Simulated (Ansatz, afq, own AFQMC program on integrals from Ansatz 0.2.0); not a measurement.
# BSiH, singlet: AFQMC among the cluster methods

```
atom   x (Å)   y (Å)    z (Å)
  Si  0.0000  0.0000   1.8187
   B  0.0000  0.0000  -0.3163
   H  0.0000  0.0000  -1.5023
```

Connectivity, by distances: Si–BH.

Basis 6-31G. Noble-gas cores (and the filled d shells of Ga–Kr and In–Xe) are frozen. AFQMC by an in-house program on the Cholesky factors that Ansatz 0.2.0 writes for its CCSD(T) run. ph-AFQMC/CISD is guided by a CISD state made of CCSD amplitudes; releasing the constraint for a short imaginary time cuts its bias at the price of noise, slowly where states lie close. Uncertainties: one standard error, sampling alone.

Determinant: RHF, the one that the program's search chose, which needn't be the lowest solution. The geometry is a point of a scan.

Full CI on the same integrals is exact in this basis and with this determinant's frozen core.

Cautions: higher spins were not checked; restricted determinant unstable towards unrestricted (UHF 762 meV lower, ⟨S²⟩ 1.01); strong correlation (T1 0.032, weight of the determinant 0.85, largest double 0.24); the CCSDTQ amplitudes may be one of several solutions (largest double 0.93); the released energies are still falling, so no released level is given (meV from the phaseless value at times in 1/Eh: -2 ± 4 at 0.24, -5 ± 3 at 0.51, -16 ± 3 at 0.99, -18 ± 3 at 1.62, -22 ± 3 at 2.40); the determinant fills πx and πy unequally, so it mixes two states of the linear molecule, and each level undoes that mixture to a different degree, while full CI gives the lower state, and by Hund's rule a triplet of that filling probably lies lower still; CCSDTQ on the UHF determinant differs (528 meV lower), perhaps since the unrestricted series falls towards higher spin.

- T1 diagnostic: 0.0317
- weight of the determinant in the CISD state: 0.850
- size of the correlated space: 8 electrons in 18 orbitals

Reference: full CI, correlation energy -3.531 eV. The cautions show a poor starting determinant, so the rows tell how each method copes with it here, and full CI is the sure value.

```
        level  E − E(reference) (kJ/mol)  share of correlation (%)
           HF                      340.7                      0.00
          MP2                       99.5                     70.80
         CCSD                       21.8                     93.59
      CCSD(T)                       10.4                     96.95
        CCSDT                        6.1                     98.22
     CCSDT(Q)                        2.3                     99.31
       CCSDTQ                        0.3                     99.90
ph-AFQMC/CISD                  9.0 ± 0.4                     97.35
```

CCSDT and higher add their correlation energy to the determinant of the CCSD(T) run, since their own runs factorise the integrals more tightly (a shift of under 2 meV).
